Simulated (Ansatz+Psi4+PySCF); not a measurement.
```yaml
atoms:
  - { symbol: F, position_ang: [0.0000, 0.0000, -1.0848] }
  - { symbol: Cl, position_ang: [0.0000, 0.0000, 0.5743] }
```

Basis set: cc-pVTZ on F; cc-pV(T+d)Z on Cl (spherical functions). Frozen core: 6 orbitals. Charge 0, multiplicity 1.

Computed with Ansatz (development build ahead of 0.2.0) and Psi4 1.11; each method stands on the lowest determinant of its kind that the runs found. Restricted open shells among the atoms or ions are ROHF, correlated in semicanonical orbitals with singles.

The vertical ionization energy (product with multiplicity 2 at the same shape, open shells in the same class of orbitals) of singlet ClF:

```tsv
method	ionization energy
RHF-CCSD(T)	12.65 eV
RHF-CCSD	12.71 eV
UHF-MP2	12.92 eV
UHF	12.10 eV
RHF	12.28 eV
```

**Question.** What does RHF-MP2 give?

**Answer.** 12.82 eV. Caution for RHF-CCSD(T), RHF-CCSD, RHF-MP2, UHF-MP2: large amplitudes, a single reference is doubtful.
